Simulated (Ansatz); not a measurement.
A made-up structure of HSO$_{2}$ (charge -1), singlet:

O1  (-0.475, 0.322, 0.752)
S2  (-1.390, 0.822, -0.372)
O3  (0.606, -0.838, 0.042)
H4  (1.259, -0.306, -0.422)
(Å)

It is relaxed with PBE-D4/def2-SVPD and then PBE0-D4/def2-TZVPD (Ansatz 0.2.0). Atoms count as bonded within 1.22 times the sum of their covalent radii (H–H: 0.88 Å). The end point is not checked to be a true minimum.

Question: Does its bonding change? (A judgement: the text doesn't fix the answer.)

Answer: Computed: Yes. Formed: O1–O3; broken: none.

Where it ends: The first stage lowers the energy by 0.36 eV in 7 steps. It ends as HSO₂ ([OH][O][S]), total charge -1:
```xyz
4
angstrom
O -0.4688 -0.0289 0.7697
S -1.1216 0.9313 -0.4666
O 0.7882 -0.6453 0.2950
H 0.8022 -0.2571 -0.5980
```

Labels in which every atom is bracketed show which atoms are joined, not bond orders.

For scale, one of the runs: PBE0-D4/def2-TZVPD relaxation, 135 basis functions, launched by `ansatz run in.yaml --threads 2 --pin off --events-out ev --progress --plain --max-ram 4352MiB`. Hardware: 2 CPU threads of an Arm Neoverse V1, shared host. Wall time about 22 s.
